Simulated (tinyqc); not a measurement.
Inside a calculation (part 1 of 2). Method: coupled-perturbed Hartree-Fock on RHF in the sto-3g basis, for NH3, spin multiplicity 1. Computed by tinyqc, a small Python program that keeps every step (integrals from PySCF). Settings: charge = 0, multiplicity = 1, basis = sto-3g, method = RHF, energy threshold = 1e-10, iteration cap = 86, orthogonalisation = symmetric, start = Wolfsberg-Helmholz matrix, DIIS depth = 6. Command: `OMP_NUM_THREADS=1 python tinyqc.py 29508 29509 out.jsonl` (the two numbers bound the seeds that draw the settings). One thread of a shared host (Intel(R) Xeon(R) Processor @ 2.60GHz), about 0.2 s of CPU time with the checks. The early iterations of the SCF are left out here.

## One-electron integrals

Geometry (angstrom):
```
atom         x         y        z
N      0.00000   0.00000  0.19200
H      1.03000   0.00000  0.00000
H     -0.51500   0.89200  0.00000
H     -0.51500  -0.89200  0.00000
```

Basis sto-3g: exponents (1/bohr^2) and contraction coefficients of normalised primitives:
```
element  l (shell)  exponent  coefficient
N            s (1)  99.10617      0.15433
N            s (1)  18.05231      0.53533
N            s (1)   4.88566      0.44463
N            s (2)   3.78046     -0.09997
N            s (2)   0.87850      0.39951
N            s (2)   0.28571      0.70012
N            p (3)   3.78046      0.15592
N            p (3)   0.87850      0.60768
N            p (3)   0.28571      0.39196
H            s (1)   3.42525      0.15433
H            s (1)   0.62391      0.53533
H            s (1)   0.16886      0.44463
```

Overlap, kinetic and nuclear-attraction integrals over the contracted functions; the nuclear repulsion is the sum of Za Zb / Rab.

nuclear repulsion = 11.4962539 hartree

overlap S, order 1N 1s, 1N 2s, 1N 2px, 1N 2py, 1N 2pz, 2H 1s, 3H 1s, 4H 1s:
$$\begin{pmatrix}
1.00000 & 0.23504 & 0.00000 & 0.00000 & 0.00000 & 0.05368 & 0.05368 & 0.05368 \\
0.23504 & 1.00000 & 0.00000 & 0.00000 & 0.00000 & 0.47287 & 0.47288 & 0.47288 \\
0.00000 & 0.00000 & 1.00000 & 0.00000 & 0.00000 & 0.41991 & -0.20996 & -0.20996 \\
0.00000 & 0.00000 & 0.00000 & 1.00000 & 0.00000 & 0.00000 & 0.36365 & -0.36365 \\
0.00000 & 0.00000 & 0.00000 & 0.00000 & 1.00000 & -0.07827 & -0.07828 & -0.07828 \\
0.05368 & 0.47287 & 0.41991 & 0.00000 & -0.07827 & 1.00000 & 0.16821 & 0.16821 \\
0.05368 & 0.47288 & -0.20996 & 0.36365 & -0.07828 & 0.16821 & 1.00000 & 0.16822 \\
0.05368 & 0.47288 & -0.20996 & -0.36365 & -0.07828 & 0.16821 & 0.16822 & 1.00000
\end{pmatrix}$$

kinetic energy T (hartree), order 1N 1s, 1N 2s, 1N 2px, 1N 2py, 1N 2pz, 2H 1s, 3H 1s, 4H 1s:
$$\begin{pmatrix}
21.99075 & -0.12842 & 0.00000 & 0.00000 & 0.00000 & -0.00795 & -0.00795 & -0.00795 \\
-0.12842 & 0.60699 & 0.00000 & 0.00000 & 0.00000 & 0.10894 & 0.10894 & 0.10894 \\
0.00000 & 0.00000 & 1.89936 & 0.00000 & 0.00000 & 0.25495 & -0.12748 & -0.12748 \\
0.00000 & 0.00000 & 0.00000 & 1.89936 & 0.00000 & 0.00000 & 0.22080 & -0.22080 \\
0.00000 & 0.00000 & 0.00000 & 0.00000 & 1.89936 & -0.04752 & -0.04753 & -0.04753 \\
-0.00795 & 0.10894 & 0.25495 & 0.00000 & -0.04752 & 0.76003 & -0.00569 & -0.00569 \\
-0.00795 & 0.10894 & -0.12748 & 0.22080 & -0.04753 & -0.00569 & 0.76003 & -0.00569 \\
-0.00795 & 0.10894 & -0.12748 & -0.22080 & -0.04753 & -0.00569 & -0.00569 & 0.76003
\end{pmatrix}$$

nuclear attraction V (hartree), order 1N 1s, 1N 2s, 1N 2px, 1N 2py, 1N 2pz, 2H 1s, 3H 1s, 4H 1s:
$$\begin{pmatrix}
-47.70116 & -5.78908 & 0.00000 & 0.00000 & 0.00812 & -1.35394 & -1.35395 & -1.35395 \\
-5.78908 & -8.35235 & 0.00000 & 0.00000 & 0.09470 & -3.23887 & -3.23890 & -3.23890 \\
0.00000 & 0.00000 & -8.35122 & 0.00000 & 0.00000 & -2.61398 & 1.30700 & 1.30700 \\
0.00000 & 0.00000 & 0.00000 & -8.35122 & 0.00000 & 0.00000 & -2.26378 & 2.26378 \\
0.00812 & 0.09470 & 0.00000 & 0.00000 & -8.18738 & 0.51210 & 0.51210 & 0.51210 \\
-1.35394 & -3.23887 & -2.61398 & 0.00000 & 0.51210 & -5.26459 & -0.99300 & -0.99300 \\
-1.35395 & -3.23890 & 1.30700 & -2.26378 & 0.51210 & -0.99300 & -5.26461 & -0.99301 \\
-1.35395 & -3.23890 & 1.30700 & 2.26378 & 0.51210 & -0.99300 & -0.99301 & -5.26461
\end{pmatrix}$$

core Hamiltonian H = T + V (hartree), order 1N 1s, 1N 2s, 1N 2px, 1N 2py, 1N 2pz, 2H 1s, 3H 1s, 4H 1s:
$$\begin{pmatrix}
-25.71041 & -5.91749 & 0.00000 & 0.00000 & 0.00812 & -1.36188 & -1.36190 & -1.36190 \\
-5.91749 & -7.74535 & 0.00000 & 0.00000 & 0.09470 & -3.12993 & -3.12996 & -3.12996 \\
0.00000 & 0.00000 & -6.45186 & 0.00000 & 0.00000 & -2.35903 & 1.17953 & 1.17953 \\
0.00000 & 0.00000 & 0.00000 & -6.45186 & 0.00000 & 0.00000 & -2.04298 & 2.04298 \\
0.00812 & 0.09470 & 0.00000 & 0.00000 & -6.28803 & 0.46457 & 0.46458 & 0.46458 \\
-1.36188 & -3.12993 & -2.35903 & 0.00000 & 0.46457 & -4.50456 & -0.99869 & -0.99869 \\
-1.36190 & -3.12996 & 1.17953 & -2.04298 & 0.46458 & -0.99869 & -4.50458 & -0.99870 \\
-1.36190 & -3.12996 & 1.17953 & 2.04298 & 0.46458 & -0.99869 & -0.99870 & -4.50458
\end{pmatrix}$$

## Two-electron integrals

Functions are numbered as in S; the eight-fold symmetry (ij|kl) = (ji|kl) = (kl|ij) leaves the list below.

Two-electron integrals (ij|kl) in chemists' order, unique and non-zero (hartree):
```
(11|11) 4.16663    (21|11) 0.64085    (21|21) 0.11746    (22|11) 0.96986
(22|21) 0.22094    (22|22) 0.70825    (31|31) 0.02096    (32|31) 0.03245
(32|32) 0.15645    (33|11) 0.96712    (33|21) 0.22098    (33|22) 0.70809
(33|33) 0.76280    (41|41) 0.02096    (42|41) 0.03245    (42|42) 0.15645
(43|43) 0.04112    (44|11) 0.96712    (44|21) 0.22098    (44|22) 0.70809
(44|33) 0.68057    (44|44) 0.76280    (51|51) 0.02096    (52|51) 0.03245
(52|52) 0.15645    (53|53) 0.04112    (54|54) 0.04112    (55|11) 0.96712
(55|21) 0.22098    (55|22) 0.70809    (55|33) 0.68057    (55|44) 0.68057
(55|55) 0.76280    (61|11) 0.14829    (61|21) 0.02696    (61|22) 0.05043
(61|31) 0.00139    (61|32) 0.00261    (61|33) 0.05068    (61|44) 0.05031
(61|51) -0.00026   (61|52) -0.00049   (61|53) -0.00007   (61|55) 0.05032
(61|61) 0.00629    (62|11) 0.35295    (62|21) 0.08136    (62|22) 0.28701
(62|31) 0.00670    (62|32) 0.05037    (62|33) 0.29778    (62|44) 0.28121
(62|51) -0.00125   (62|52) -0.00939   (62|53) -0.00309   (62|55) 0.28178
(62|61) 0.01919    (62|62) 0.14670    (63|11) 0.27017    (63|21) 0.06308
(63|22) 0.23687    (63|31) 0.01294    (63|32) 0.08725    (63|33) 0.25896
(63|44) 0.22547    (63|51) -0.00085   (63|52) -0.00729   (63|53) -0.00434
(63|55) 0.22592    (63|61) 0.01556    (63|62) 0.14544    (63|63) 0.16166
(64|41) 0.00839    (64|42) 0.04816    (64|43) 0.01023    (64|54) -0.00191
(64|64) 0.01968    (65|11) -0.05036   (65|21) -0.01176   (65|22) -0.04415
(65|31) -0.00085   (65|32) -0.00729   (65|33) -0.04446   (65|44) -0.04203
(65|51) 0.00854    (65|52) 0.04952    (65|53) 0.01068    (65|55) -0.04593
(65|61) -0.00290   (65|62) -0.02711   (65|63) -0.02647   (65|65) 0.02461
(66|11) 0.49156    (66|21) 0.11514    (66|22) 0.46317    (66|31) 0.01233
(66|32) 0.12542    (66|33) 0.50422    (66|44) 0.44126    (66|51) -0.00230
(66|52) -0.02338   (66|53) -0.01173   (66|55) 0.44345    (66|61) 0.02748
(66|62) 0.29563    (66|63) 0.32882    (66|65) -0.06130   (66|66) 0.77461
(71|11) 0.14829    (71|21) 0.02696    (71|22) 0.05043    (71|31) -0.00070
(71|32) -0.00131   (71|33) 0.05040    (71|41) 0.00121    (71|42) 0.00226
(71|43) -0.00016   (71|44) 0.05059    (71|51) -0.00026   (71|52) -0.00049
(71|53) 3.50e-05   (71|54) -0.00006   (71|55) 0.05032    (71|61) 0.00615
(71|62) 0.01831    (71|63) 0.01387    (71|64) 0.00057    (71|65) -0.00277
(71|66) 0.02578    (71|71) 0.00629    (72|11) 0.35295    (72|21) 0.08136
(72|22) 0.28702    (72|31) -0.00335   (72|32) -0.02519   (72|33) 0.28535
(72|41) 0.00580    (72|42) 0.04362    (72|43) -0.00718   (72|44) 0.29364
(72|51) -0.00125   (72|52) -0.00939   (72|53) 0.00154    (72|54) -0.00268
(72|55) 0.28179    (72|61) 0.01831    (72|62) 0.11126    (72|63) 0.08500
(72|64) 0.01275    (72|65) -0.01996   (72|66) 0.17864    (72|71) 0.01919
(72|72) 0.14671    (73|11) -0.13509   (73|21) -0.03154   (73|22) -0.11844
(73|31) 0.00952    (73|32) 0.05793    (73|33) -0.12459   (73|41) -0.00197
(73|42) -0.01693   (73|43) 0.01168    (73|44) -0.11763   (73|51) 0.00042
(73|52) 0.00364    (73|53) -0.00251   (73|54) 0.00105    (73|55) -0.11296
(73|61) -0.00644   (73|62) -0.03146   (73|63) -0.01062   (73|64) -0.00275
(73|65) 0.00551    (73|66) -0.03846   (73|71) -0.00778   (73|72) -0.07272
(73|73) 0.05517    (74|11) 0.23398    (74|21) 0.05463    (74|22) 0.20514
(74|31) -0.00197   (74|32) -0.01693   (74|33) 0.19809    (74|41) 0.01180
(74|42) 0.07748    (74|43) -0.01000   (74|44) 0.22145    (74|51) -0.00073
(74|52) -0.00631   (74|53) 0.00105    (74|54) -0.00373   (74|55) 0.19566
(74|61) 0.01229    (74|62) 0.07999    (74|63) 0.06059    (74|64) 0.02278
(74|65) -0.01407   (74|66) 0.12903    (74|71) 0.01347    (74|72) 0.12596
(74|73) -0.06148   (74|74) 0.12616    (75|11) -0.05036   (75|21) -0.01176
(75|22) -0.04416   (75|31) 0.00042    (75|32) 0.00364    (75|33) -0.04264
(75|41) -0.00073   (75|42) -0.00631   (75|43) 0.00105    (75|44) -0.04385
(75|51) 0.00854    (75|52) 0.04952    (75|53) -0.00534   (75|54) 0.00925
(75|55) -0.04593   (75|61) -0.00277   (75|62) -0.01996   (75|63) -0.01494
(75|64) -0.00226   (75|65) 0.01770    (75|66) -0.03449   (75|71) -0.00290
(75|72) -0.02711   (75|73) 0.01323    (75|74) -0.02292   (75|75) 0.02461
(76|11) 0.10504    (76|21) 0.02434    (76|22) 0.09045    (76|31) 0.00082
(76|32) 0.00686    (76|33) 0.09101    (76|41) 0.00143    (76|42) 0.01188
(76|43) 0.00039    (76|44) 0.09146    (76|51) -0.00061   (76|52) -0.00511
(76|53) -0.00063   (76|54) -0.00109   (76|55) 0.08878    (76|61) 0.00564
(76|62) 0.04295    (76|63) 0.03946    (76|64) 0.00450    (76|65) -0.00881
(76|66) 0.08341    (76|71) 0.00564    (76|72) 0.04295    (76|73) -0.01583
(76|74) 0.03642    (76|75) -0.00881   (76|76) 0.01515    (77|11) 0.49156
(77|21) 0.11514    (77|22) 0.46317    (77|31) -0.00617   (77|32) -0.06271
(77|33) 0.45700    (77|41) 0.01068    (77|42) 0.10861    (77|43) -0.02726
(77|44) 0.48848    (77|51) -0.00230   (77|52) -0.02338   (77|53) 0.00587
(77|54) -0.01016   (77|55) 0.44345    (77|61) 0.02578    (77|62) 0.17864
(77|63) 0.13097    (77|64) 0.03121    (77|65) -0.03449   (77|66) 0.29442
(77|71) 0.02748    (77|72) 0.29563    (77|73) -0.16441   (77|74) 0.28477
(77|75) -0.06130   (77|76) 0.08341    (77|77) 0.77461    (81|11) 0.14829
(81|21) 0.02696    (81|22) 0.05043    (81|31) -0.00070   (81|32) -0.00131
(81|33) 0.05040    (81|41) -0.00121   (81|42) -0.00226   (81|43) 0.00016
(81|44) 0.05059    (81|51) -0.00026   (81|52) -0.00049   (81|53) 3.50e-05
(81|54) 0.00006    (81|55) 0.05032    (81|61) 0.00615    (81|62) 0.01831
(81|63) 0.01387    (81|64) -0.00057   (81|65) -0.00277   (81|66) 0.02578
(81|71) 0.00615    (81|72) 0.01831    (81|73) -0.00743   (81|74) 0.01173
(81|75) -0.00277   (81|76) 0.00543    (81|77) 0.02578    (81|81) 0.00629
(82|11) 0.35295    (82|21) 0.08136    (82|22) 0.28702    (82|31) -0.00335
(82|32) -0.02519   (82|33) 0.28535    (82|41) -0.00580   (82|42) -0.04362
(82|43) 0.00718    (82|44) 0.29364    (82|51) -0.00125   (82|52) -0.00939
(82|53) 0.00154    (82|54) 0.00268    (82|55) 0.28179    (82|61) 0.01831
(82|62) 0.11126    (82|63) 0.08500    (82|64) -0.01275   (82|65) -0.01996
(82|66) 0.17864    (82|71) 0.01831    (82|72) 0.11126    (82|73) -0.05354
(82|74) 0.06724    (82|75) -0.01996   (82|76) 0.03399    (82|77) 0.17864
(82|81) 0.01919    (82|82) 0.14671    (83|11) -0.13509   (83|21) -0.03154
(83|22) -0.11844   (83|31) 0.00952    (83|32) 0.05793    (83|33) -0.12459
(83|41) 0.00197    (83|42) 0.01693    (83|43) -0.01168   (83|44) -0.11763
(83|51) 0.00042    (83|52) 0.00364    (83|53) -0.00251   (83|54) -0.00105
(83|55) -0.11296   (83|61) -0.00644   (83|62) -0.03146   (83|63) -0.01062
(83|64) 0.00275    (83|65) 0.00551    (83|66) -0.03846   (83|71) -0.00743
(83|72) -0.05354   (83|73) 0.03948    (83|74) -0.03167   (83|75) 0.00943
(83|76) -0.01233   (83|77) -0.09251   (83|81) -0.00778   (83|82) -0.07272
(83|83) 0.05517    (84|11) -0.23398   (84|21) -0.05463   (84|22) -0.20514
(84|31) 0.00197    (84|32) 0.01693    (84|33) -0.19809   (84|41) 0.01180
(84|42) 0.07748    (84|43) -0.01000   (84|44) -0.22145   (84|51) 0.00073
(84|52) 0.00631    (84|53) -0.00105   (84|54) -0.00373   (84|55) -0.19566
(84|61) -0.01229   (84|62) -0.07999   (84|63) -0.06059   (84|64) 0.02278
(84|65) 0.01407    (84|66) -0.12903   (84|71) -0.01173   (84|72) -0.06724
(84|73) 0.03167    (84|74) -0.02732   (84|75) 0.01181    (84|76) -0.02135
(84|77) -0.09782   (84|81) -0.01347   (84|82) -0.12596   (84|83) 0.06148
(84|84) 0.12616    (85|11) -0.05036   (85|21) -0.01176   (85|22) -0.04416
(85|31) 0.00042    (85|32) 0.00364    (85|33) -0.04264   (85|41) 0.00073
(85|42) 0.00631    (85|43) -0.00105   (85|44) -0.04385   (85|51) 0.00854
(85|52) 0.04952    (85|53) -0.00534   (85|54) -0.00925   (85|55) -0.04593
(85|61) -0.00277   (85|62) -0.01996   (85|63) -0.01494   (85|64) 0.00226
(85|65) 0.01770    (85|66) -0.03449   (85|71) -0.00277   (85|72) -0.01996
(85|73) 0.00943    (85|74) -0.01181   (85|75) 0.01770    (85|76) -0.00676
(85|77) -0.03449   (85|81) -0.00290   (85|82) -0.02711   (85|83) 0.01323
(85|84) 0.02292    (85|85) 0.02461    (86|11) 0.10504    (86|21) 0.02434
(86|22) 0.09045    (86|31) 0.00082    (86|32) 0.00686    (86|33) 0.09101
(86|41) -0.00143   (86|42) -0.01188   (86|43) -0.00039   (86|44) 0.09146
(86|51) -0.00061   (86|52) -0.00511   (86|53) -0.00063   (86|54) 0.00109
(86|55) 0.08878    (86|61) 0.00564    (86|62) 0.04295    (86|63) 0.03946
(86|64) -0.00450   (86|65) -0.00881   (86|66) 0.08341    (86|71) 0.00543
(86|72) 0.03399    (86|73) -0.01233   (86|74) 0.02135    (86|75) -0.00676
(86|76) 0.01232    (86|77) 0.05454    (86|81) 0.00564    (86|82) 0.04295
(86|83) -0.01583   (86|84) -0.03642   (86|85) -0.00881   (86|86) 0.01515
(87|11) 0.10505    (87|21) 0.02434    (87|22) 0.09045    (87|31) -0.00165
(87|32) -0.01372   (87|33) 0.09169    (87|44) 0.09078    (87|51) -0.00061
(87|52) -0.00511   (87|53) 0.00126    (87|55) 0.08878    (87|61) 0.00543
(87|62) 0.03399    (87|63) 0.02465    (87|65) -0.00676   (87|66) 0.05454
(87|71) 0.00564    (87|72) 0.04295    (87|73) -0.02362   (87|74) 0.03192
(87|75) -0.00881   (87|76) 0.01232    (87|77) 0.08341    (87|81) 0.00564
(87|82) 0.04295    (87|83) -0.02362   (87|84) -0.03192   (87|85) -0.00881
(87|86) 0.01232    (87|87) 0.01515    (88|11) 0.49156    (88|21) 0.11514
(88|22) 0.46317    (88|31) -0.00617   (88|32) -0.06271   (88|33) 0.45700
(88|41) -0.01068   (88|42) -0.10861   (88|43) 0.02726    (88|44) 0.48848
(88|51) -0.00230   (88|52) -0.02338   (88|53) 0.00587    (88|54) 0.01016
(88|55) 0.44345    (88|61) 0.02578    (88|62) 0.17864    (88|63) 0.13097
(88|64) -0.03121   (88|65) -0.03449   (88|66) 0.29442    (88|71) 0.02578
(88|72) 0.17864    (88|73) -0.09251   (88|74) 0.09782    (88|75) -0.03449
(88|76) 0.05454    (88|77) 0.29442    (88|81) 0.02748    (88|82) 0.29563
(88|83) -0.16441   (88|84) -0.28477   (88|85) -0.06130   (88|86) 0.08341
(88|87) 0.08341    (88|88) 0.77461
```

## Orthogonalisation

S = U s U^T; symmetric (Loewdin) form X = U s^(-1/2) U^T, so that X^T S X = 1.

eigenvalues of S: [0.29945, 0.39478, 0.39478, 0.94925, 1.02692, 1.43701, 1.43701, 2.06080]

X, order 1N 1s, 1N 2s, 1N 2px, 1N 2py, 1N 2pz, 2H 1s, 3H 1s, 4H 1s:
$$\begin{pmatrix}
1.02507 & -0.15353 & 0.00000 & 0.00000 & 0.00513 & 0.02257 & 0.02257 & 0.02257 \\
-0.15353 & 1.36901 & 0.00000 & 0.00000 & -0.05635 & -0.30318 & -0.30318 & -0.30318 \\
0.00000 & 0.00000 & 1.15176 & 0.00000 & 0.00000 & -0.30514 & 0.15257 & 0.15257 \\
0.00000 & 0.00000 & 0.00000 & 1.15176 & 0.00000 & 0.00000 & -0.26426 & 0.26426 \\
0.00513 & -0.05635 & 0.00000 & 0.00000 & 1.00914 & 0.04934 & 0.04934 & 0.04934 \\
0.02257 & -0.30318 & -0.30514 & 0.00000 & 0.04934 & 1.22733 & -0.04667 & -0.04667 \\
0.02257 & -0.30318 & 0.15257 & -0.26426 & 0.04934 & -0.04667 & 1.22733 & -0.04667 \\
0.02257 & -0.30318 & 0.15257 & 0.26426 & 0.04934 & -0.04667 & -0.04667 & 1.22733
\end{pmatrix}$$

## Iteration 8 (converged): orbitals

converged F (hartree), order 1N 1s, 1N 2s, 1N 2px, 1N 2py, 1N 2pz, 2H 1s, 3H 1s, 4H 1s:
$$\begin{pmatrix}
-15.26338 & -3.88743 & 0.00000 & 0.00000 & 0.01396 & -0.90128 & -0.90129 & -0.90129 \\
-3.88743 & -1.88429 & 0.00000 & 0.00000 & 0.05382 & -0.82346 & -0.82346 & -0.82346 \\
0.00000 & 0.00000 & -0.28890 & 0.00000 & 0.00000 & -0.44441 & 0.22221 & 0.22221 \\
0.00000 & 0.00000 & 0.00000 & -0.28890 & 0.00000 & 0.00000 & -0.38487 & 0.38487 \\
0.01396 & 0.05382 & 0.00000 & 0.00000 & -0.30896 & 0.10611 & 0.10611 & 0.10611 \\
-0.90128 & -0.82346 & -0.44441 & 0.00000 & 0.10611 & -0.47495 & -0.25981 & -0.25981 \\
-0.90129 & -0.82346 & 0.22221 & -0.38487 & 0.10611 & -0.25981 & -0.47496 & -0.25981 \\
-0.90129 & -0.82346 & 0.22221 & 0.38487 & 0.10611 & -0.25981 & -0.25981 & -0.47496
\end{pmatrix}$$

Diagonalise F' = X^T F X, C = X C', fill 5 alpha and 5 beta electrons from the bottom; D = 2 C_occ C_occ^T. Each column has its largest component positive (the first on a tie).

F' = X^T F X (hartree):
$$\begin{pmatrix}
-14.96853 & -2.07072 & 0.00000 & 0.00000 & 0.02430 & -0.13227 & -0.13227 & -0.13227 \\
-2.07072 & -0.73054 & 0.00000 & 0.00000 & -0.05165 & -0.46042 & -0.46042 & -0.46042 \\
0.00000 & 0.00000 & 0.05527 & 0.00000 & 0.00000 & -0.52900 & 0.26450 & 0.26450 \\
0.00000 & 0.00000 & 0.00000 & 0.05527 & 0.00000 & 0.00000 & -0.45813 & 0.45813 \\
0.02430 & -0.05165 & 0.00000 & 0.00000 & -0.28794 & 0.09323 & 0.09323 & 0.09323 \\
-0.13227 & -0.46042 & -0.52900 & 0.00000 & 0.09323 & 0.06136 & -0.06738 & -0.06738 \\
-0.13227 & -0.46042 & 0.26450 & -0.45813 & 0.09323 & -0.06738 & 0.06136 & -0.06738 \\
-0.13227 & -0.46042 & 0.26450 & 0.45813 & 0.09323 & -0.06738 & -0.06738 & 0.06136
\end{pmatrix}$$

orbital energies (hartree): MO1 -15.27119, MO2 -1.03426, MO3 -0.55693, MO4 -0.55693, MO5 -0.31398, MO6 0.55902, MO7 0.74094, MO8 0.74094

coefficients C, order 1N 1s, 1N 2s, 1N 2px, 1N 2py, 1N 2pz, 2H 1s, 3H 1s, 4H 1s:
$$\begin{pmatrix}
0.99345 & -0.22203 & 0.00000 & 0.00000 & -0.04771 & -0.19337 & 0.00000 & 0.00000 \\
0.03099 & 0.75023 & 0.00000 & 0.00000 & 0.23915 & 1.24727 & -0.00003 & 0.00000 \\
0.00000 & 0.00000 & 0.00000 & 0.58048 & 0.00000 & 0.00002 & 1.06267 & 0.00000 \\
0.00000 & 0.00000 & 0.58048 & 0.00000 & 0.00000 & 0.00000 & 0.00000 & 1.06267 \\
-0.00239 & -0.06879 & 0.00000 & 0.00000 & 0.96997 & -0.28860 & 0.00001 & 0.00000 \\
-0.00617 & 0.16720 & 0.00000 & 0.49264 & -0.06983 & -0.70047 & -0.96563 & 0.00000 \\
-0.00617 & 0.16720 & 0.42663 & -0.24632 & -0.06983 & -0.70045 & 0.48284 & -0.83627 \\
-0.00617 & 0.16720 & -0.42663 & -0.24632 & -0.06983 & -0.70045 & 0.48284 & 0.83627
\end{pmatrix}$$

D after iteration 8, order 1N 1s, 1N 2s, 1N 2px, 1N 2py, 1N 2pz, 2H 1s, 3H 1s, 4H 1s:
$$\begin{pmatrix}
2.07702 & -0.29440 & 0.00000 & 0.00000 & -0.06675 & -0.07985 & -0.07985 & -0.07985 \\
-0.29440 & 1.24199 & 0.00000 & 0.00000 & 0.36058 & 0.21710 & 0.21710 & 0.21710 \\
0.00000 & 0.00000 & 0.67392 & 0.00000 & 0.00000 & 0.57193 & -0.28597 & -0.28597 \\
0.00000 & 0.00000 & 0.00000 & 0.67392 & 0.00000 & 0.00000 & 0.49531 & -0.49531 \\
-0.06675 & 0.36058 & 0.00000 & 0.00000 & 1.89116 & -0.15843 & -0.15843 & -0.15843 \\
-0.07985 & 0.21710 & 0.57193 & 0.00000 & -0.15843 & 0.55112 & -0.17695 & -0.17695 \\
-0.07985 & 0.21710 & -0.28597 & 0.49531 & -0.15843 & -0.17695 & 0.55112 & -0.17695 \\
-0.07985 & 0.21710 & -0.28597 & -0.49531 & -0.15843 & -0.17695 & -0.17695 & 0.55112
\end{pmatrix}$$

Within a degenerate level the vectors are fixed only up to a rotation; this is one choice.

## Convergence

Stop when the energy changes by less than 1e-10 hartree and every element of the error matrix X^T (F D S - S D F) X is below 3e-06.

Course of the cycle:
```
iteration  E (hartree)     change  largest element of the error matrix
1          -55.2360366          -                             3.70e-01
2          -55.4295387  -1.94e-01                             8.38e-02
3          -55.4391312  -9.59e-03                             1.45e-02
4          -55.4398881  -7.57e-04                             3.62e-03
5          -55.4399220  -3.39e-05                             8.62e-04
6          -55.4399240  -1.97e-06                             7.82e-06
7          -55.4399240  -2.18e-10                             7.31e-08
8          -55.4399240  -1.42e-14                             1.02e-09
```

PySCF RHF in the same basis = -55.4399240 hartree

Converged in 8 iterations.
